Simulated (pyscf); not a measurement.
Thermochemistry of product channels of H₃C–SiH(Cl)–Cl (SMILES C[SiH](Cl)Cl) + H₂ (SMILES [H][H]) on the singlet surface, in kcal/mol, from ωB97M-D3(BJ)/def2-TZVP energies (ideal gas, 1 atm, RRHO with modes under 100 cm⁻¹ raised to 100, one conformer, R ln 2 for chiral ones without a mode under 150 cm⁻¹). Single points on ωB97X-D3(BJ)/def2-SVP structures (PySCF, gas phase).

```json
[
 {"products": "CH₄ (SMILES C) + Cl–SiH₂–Cl (SMILES Cl[SiH2]Cl)", "ΔE": "-2.8", "ΔH(298 K)": "+0.2", "ΔG(600 K)": "-1.1", "ΔG(900 K)": "-0.7"},
 {"products": "H₃C–SiH₂–Cl (SMILES C[SiH2]Cl) + HCl (SMILES Cl)", "ΔE": "+20.2", "ΔH(298 K)": "+21.6", "ΔG(600 K)": "+18.3", "ΔG(900 K)": "+17.3"}
]
```

These are energies of the channels, which say nothing of barriers.
